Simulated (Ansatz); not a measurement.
Reaction (homolysis of the O–Si bond): `CO[SiH]` → `C[O]`• + `[SiH]`•

Program: Ansatz. Geometries: PBE0-D4/def2-TZVP. ΔE: electronic, gas phase. CCSD(T)/CBS adds triple-zeta CCSD(T) − MP2 to the extrapolated MP2 energy (def2 sets, frozen cores). This one scheme is used for every species. Functionals use def2-TZVPP. B3LYP here is the variant with VWN-RPA as its local correlation; programs differ in this. HSE06 is defined as in plane-wave codes. No spin–orbit coupling; open shells (•) take unrestricted orbitals.

```tsv
level	ΔE (kcal/mol)	difference from CCSD(T)/CBS
LDA (SPW92)	126.6	11.7
PBE-D4	109.7	-5.2
revPBE-D4	106.5	-8.4
BLYP-D4	108.2	-6.7
r2SCAN-D4	107.2	-7.7
B97M-V	109.4	-5.5
PBE0-D4	107.7	-7.2
B3LYP-D4	108.3	-6.6
r2SCANh-D4	106.4	-8.5
r2SCAN0-D4	105.0	-9.9
HSE06-D4	107.8	-7.1
BHLYP-D4	104.9	-10.0
CAM-B3LYP-D4	110.2	-4.7
ωB97X-V	111.1	-3.8
ωB97M-V	113.6	-1.3
PBE-QIDH	111.2	-3.7
BLYP	104.8	-10.1
r2SCAN	106.9	-8.0
PBE0	106.4	-8.5
B3LYP	105.9	-9.0
r2SCANh	106.0	-8.9
HSE06	106.6	-8.3
BHLYP	102.9	-12.0
CAM-B3LYP	108.9	-6.0
LC-ωPBE	108.1	-6.8
RPA@PBE/def2-TZVPP	104.7	-10.2
HF/def2-SVP	74.2	-40.7
MP2/def2-SVP	112.1	-2.8
CCSD/def2-SVP	101.8	-13.1
CCSD(T)/def2-SVP	104.1	-10.8
MP2/def2-TZVPP	120.8	5.9
SCS-MP2/def2-TZVPP	117.5	2.6
CCSD/def2-TZVPP	107.6	-7.3
CCSD(T)/def2-TZVPP	110.8	-4.1
HF/def2-QZVPP	77.9	-37.0
MP2/def2-QZVPP	123.3	8.4
SCS-MP2/def2-QZVPP	120.1	5.2
HF/CBS(def2)	77.9	-37.0
MP2/CBS(def2)	124.9	10.0
CCSD/CBS(def2)	111.7	-3.2
CCSD(T)/CBS	114.9	0
```

Largest T1 diagnostic among the species: 0.034.

The D4 term adds +2.5 kcal/mol with B3LYP and +1.3 kcal/mol with PBE0; it sums over pairs of atoms, weighted by their polarisabilities, and B3LYP, whose exchange is more repulsive, gets the larger term. From r2SCAN to r2SCAN0 (25 % exact exchange), in def2-TZVPP and without D4, ΔE moves by −2.2 kcal/mol: exact exchange takes away binding that semilocal exchange gives to molecules. In def2-TZVPP, CCSD(T) changes the Hartree–Fock value by +33.4 kcal/mol (the triples alone add +3.2 kcal/mol) and MP2 by +43.4 kcal/mol; breaking electron pairs costs correlation energy, which Hartree–Fock lacks.
